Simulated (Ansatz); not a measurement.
One starting cell of SiC (a generated cell, SiC built in the zincblende structure type) was relaxed twice with Ansatz (plane waves, PAW, scalar-relativistic): with r2SCAN at 500 eV and with PBE at 420 eV. The r2SCAN result:

```xyz
2
Lattice="0.0000 2.1782 2.1782 2.1782 0.0000 2.1782 2.1782 2.1782 0.0000" Properties=species:S:1:pos:R:3 pbc="T T T"
C      3.2673     3.2673     3.2673
Si     0.0000     0.0000     0.0000
```

```
quantity                                          r2SCAN    PBE
------------------------------------------------  ------  -----
space group                                        F-43m  F-43m
volume (Å³/atom)                                   10.33    ___
a (Å)                                              4.356    ___
gap (eV, no spin-orbit coupling)                    1.71    ___
pressure at 80 % of the level's own volume (GPa)    77.4    ___
```

Question: Fill in the PBE column.

Answer: 
- volume (Å³/atom), PBE: 10.50
- a (Å), PBE: 4.380
- gap (eV, no spin-orbit coupling), PBE: 1.37
- pressure at 80 % of the level's own volume (GPa), PBE: 72.8

Both levels end in the same structure; PBE's volume is 1.6 % larger; its gap is 0.34 eV smaller. Neither column is exact.

No spin polarisation in the result.

Measured for SiC: a 4.346 Å (static lattice; corrected from measurement; as listed in Daniel Mejia-Rodriguez, S. B. Trickey, Phys. Rev. B (2018)); gap 2.53 eV (static lattice; corrected from measurement; as listed in Wei Chen et al., Physical Review Materials (2018)). Computed minus measured — a: r2SCAN +0.2 %, PBE +0.8 %; gap: r2SCAN -0.82 eV, PBE -1.16 eV. The computed values are for a static lattice, and a measured gap can be an optical one, lowered by exciton binding.

The run could not lose the symmetry of its start.

All atoms sit on sites fixed by symmetry, so only the cell could relax.

Ansatz is a program for electronic structure.
